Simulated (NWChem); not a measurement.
System: chloroform (CHCl₃); SMILES ClC(Cl)Cl

Here is an NWChem input.

```
start job
memory heap 200 mb stack 900 mb global 1100 mb
geometry units angstroms noautoz
  Cl     1.479865     0.838335    -0.077577
  C      0.000000     0.000000     0.460392
  Cl    -1.465952     0.862433    -0.077577
  Cl    -0.013913    -1.700768    -0.077577
  H      0.000000     0.000000     1.563580
end
basis spherical
  * library def2-svp
end
dft
  xc b3lyp
  iterations 150
  mulliken
end
task dft energy
```

Parts of the log:

```
             Northwest Computational Chemistry Package (NWChem) 7.3.0
             --------------------------------------------------------

 C3  symmetry detected

                             Geometry "geometry" -> ""
                             -------------------------

 Output coordinates in angstroms (scale by  1.889725989 to convert to a.u.)

  No.       Tag          Charge          X              Y              Z
 ---- ---------------- ---------- -------------- -------------- --------------
    1 Cl                  17.0000     0.80310850    -1.49927399    -0.08394778
    2 C                    6.0000     0.00000000     0.00000000     0.45402122
    3 Cl                  17.0000     0.89685511     1.44514936    -0.08394778
    4 Cl                  17.0000    -1.69996361     0.05412463    -0.08394778
    5 H                    1.0000     0.00000000     0.00000000     1.55720922

 Effective nuclear repulsion energy (a.u.)     260.8098409351

      Symmetry information
      --------------------

 Group name             C3
 Group number              5
 Group order               3
 No. of unique centers     3

                                 NWChem DFT Module
                                 -----------------

 Summary of "ao basis" -> "ao basis" (spherical)
 ------------------------------------------------------------------------------
       Tag                 Description            Shells   Functions and Types
 ---------------- ------------------------------  ------  ---------------------
 Cl                         def2-svp                 8       18   4s3p1d
 C                          def2-svp                 6       14   3s2p1d
 H                          def2-svp                 3        5   2s1p

      Symmetry analysis of basis
      --------------------------

        a          27
        e+         23
        e-         23

  Rotation of axis

            General Information
            -------------------
          SCF calculation type: DFT
          Wavefunction type:  closed shell.
          No. of atoms     :     5
          No. of electrons :    58
           Alpha electrons :    29
            Beta electrons :    29
          Charge           :     0
          Spin multiplicity:     1
          Use of symmetry is: on ; symmetry adaption is: on
          Maximum number of iterations: 150
          AO basis - number of functions:    73
                     number of shells:    33
          Convergence on energy requested:  1.00D-06
          Convergence on density requested:  1.00D-05
          Convergence on gradient requested:  5.00D-04

              XC Information
              --------------
                         B3LYP Method XC Potential
                     Hartree-Fock (Exact) Exchange  0.200
                        Slater Exchange Functional  0.800 local
                    Becke 1988 Exchange Functional  0.720 non-local
              Lee-Yang-Parr Correlation Functional  0.810
                  VWN I RPA Correlation Functional  0.190 local

             Grid Information
             ----------------
          Grid used for XC integration:  medium
          Radial quadrature: Mura-Knowles
          Angular quadrature: Lebedev.
          Tag              B.-S. Rad. Rad. Pts. Rad. Cut. Ang. Pts.
          ---              ---------- --------- --------- ---------
          Cl                  1.00       88           8.0       590
          C                   0.70       49           7.0       434
          H                   0.35       45           7.0       434
          Grid pruning is: on
          Number of quadrature shells:   182
          Spatial weights used:  Erf1

      Superposition of Atomic Density Guess
      -------------------------------------

 Sum of atomic energies:       -1416.09464713

      Non-variational initial energy
      ------------------------------

 Total energy =   -1417.054752
 1-e energy   =   -2476.306870
 2-e energy   =     798.442278
 HOMO         =      -0.356001
 LUMO         =       0.051134

      Symmetry analysis of molecular orbitals - initial
      -------------------------------------------------

  Numbering of irreducible representations:

     1 a           2 e+          3 e-

  Orbital symmetries:

     1 e+          2 e+          3 a           4 a           5 a
     6 e+          7 e+          8 a           9 e+         10 e+
    11 a          12 e+         13 e+         14 e+         15 e+
    16 a          17 a          18 e+         19 e+         20 a
    21 a          22 e+         23 e+         24 e+         25 e+
    26 e+         27 e+         28 a          29 a          30 a
    31 e+         32 e+         33 a          34 a          35 a
    36 e+         37 e+         38 e+         39 e+

     ---------------------------------------------
      Total Density - Mulliken Population Analysis
     ---------------------------------------------

    Atom       Charge   Shell Charges
 -----------   ------   -------------------------------------------------------
    1 Cl  17    17.28   2.00  1.99  1.23  0.72  5.94  2.14  3.25  0.02
    2 C    6     5.26   1.99  0.89  0.24  1.32  0.77  0.05
    3 Cl  17    17.28   2.00  1.99  1.23  0.72  5.94  2.14  3.25  0.02
    4 Cl  17    17.28   2.00  1.99  1.23  0.72  5.94  2.14  3.25  0.02
    5 H    1     0.89   0.69  0.18  0.02

   convergence    iter        energy       DeltaE   RMS-Dens  Diis-err
 ---------------- ----- ----------------- --------- --------- ---------
 d= 0,ls=0.0,diis     1  -1418.7112756175 -1.68D+03  2.48D-02  1.23D+00
 d= 0,ls=0.0,diis     2  -1418.3593246443  3.52D-01  1.70D-02  4.27D+00
 d= 0,ls=0.0,diis     3  -1418.8620479662 -5.03D-01  1.51D-03  6.39D-03
 d= 0,ls=0.0,diis     4  -1418.8627529840 -7.05D-04  4.53D-04  1.13D-03
 d= 0,ls=0.0,diis     5  -1418.8628768782 -1.24D-04  4.40D-05  1.25D-05
  Resetting Diis
 d= 0,ls=0.0,diis     6  -1418.8628784486 -1.57D-06  1.08D-05  8.16D-07
 d= 0,ls=0.0,diis     7  -1418.8628785565 -1.08D-07  2.51D-06  1.66D-08

         Total DFT energy =    -1418.862878556502
      One electron energy =    -2477.097961007172
           Coulomb energy =      887.998693474518
    Exchange-Corr. energy =      -90.573451958989
 Nuclear repulsion energy =      260.809840935141

 Numeric. integr. density =       57.999998237891

                  Occupations of the irreducible representations
                  ----------------------------------------------

                     irrep           alpha         beta
                     --------     --------     --------
                     a                11.0         11.0
                     e+               18.0         18.0
                     e-                0.0          0.0

                       DFT Final Molecular Orbital Analysis
                       ------------------------------------

 Vector   27  Occ=2.000000D+00  E=-3.234665D-01  Symmetry=e+
              MO Center=  4.5D-01,  1.0D-01, -4.8D-02, r^2= 3.8D+00
   Bfn.  Coefficient  Atom+Function         Bfn.  Coefficient  Atom+Function
  ----- ------------  ---------------      ----- ------------  ---------------
    45      0.350534  3 Cl pz                13     -0.302718  1 Cl pz
    44      0.286683  3 Cl py                12      0.282174  1 Cl py
    42      0.267849  3 Cl pz                62      0.243001  4 Cl py
    10     -0.231313  1 Cl pz                41      0.211312  3 Cl py
     9      0.209056  1 Cl py                59      0.189375  4 Cl py

 Vector   28  Occ=2.000000D+00  E=-3.193931D-01  Symmetry=a
              MO Center= -3.2D-14,  5.5D-15,  6.5D-02, r^2= 3.8D+00
   Bfn.  Coefficient  Atom+Function         Bfn.  Coefficient  Atom+Function
  ----- ------------  ---------------      ----- ------------  ---------------
    13      0.364641  1 Cl pz                45      0.364641  3 Cl pz
    63      0.364641  4 Cl pz                10      0.266901  1 Cl pz
    42      0.266901  3 Cl pz                60      0.266901  4 Cl pz
    69     -0.242327  5 H  s                 24     -0.186660  2 C  pz
     7      0.153981  1 Cl pz                39      0.153981  3 Cl pz

 Vector   29  Occ=2.000000D+00  E=-3.060070D-01  Symmetry=a
              MO Center= -3.8D-15, -2.9D-14, -7.8D-02, r^2= 4.1D+00
   Bfn.  Coefficient  Atom+Function         Bfn.  Coefficient  Atom+Function
  ----- ------------  ---------------      ----- ------------  ---------------
    62      0.391462  4 Cl py                11     -0.345247  1 Cl px
    43      0.332785  3 Cl px                59      0.299729  4 Cl py
     8     -0.264342  1 Cl px                40      0.254803  3 Cl px
    44     -0.206524  3 Cl py                12     -0.184938  1 Cl py
    56      0.171326  4 Cl py                41     -0.158126  3 Cl py

 Vector   30  Occ=0.000000D+00  E=-2.071764D-02  Symmetry=a
              MO Center= -2.1D-15,  7.0D-16,  6.1D-02, r^2= 3.4D+00
   Bfn.  Coefficient  Atom+Function         Bfn.  Coefficient  Atom+Function
  ----- ------------  ---------------      ----- ------------  ---------------
    21      1.220631  2 C  s                 20      0.600295  2 C  s
    61     -0.562584  4 Cl px                12     -0.496168  1 Cl py
    44      0.478256  3 Cl py                 4     -0.395856  1 Cl s
    36     -0.395856  3 Cl s                 54     -0.395856  4 Cl s
    70     -0.386040  5 H  s                 27     -0.297685  2 C  pz

[...]
```

Level: B3LYP/def2-SVP. Structure relaxed at the PBE-D3(BJ)/def2-SVP level.
